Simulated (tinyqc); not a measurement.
UHF in the sto-3g basis, for BH, spin multiplicity 1, step by step. This run ends on a higher stationary point, not on the lowest solution. One step of it, computed by the program tinyqc.

Task: Iteration 2: DIIS coefficients. Solve [B -1; -1 0][c; lambda] = [0; -1] for the coefficients, which sum to one.

B (overlaps of the stored error matrices):
$$\begin{pmatrix}
2.4002149e-01 & 5.1134527e-02 \\
5.1134527e-02 & 2.6017525e-02
\end{pmatrix}$$

Give: DIIS coefficients.

Result:

DIIS coefficients: [-0.1534, 1.1534]
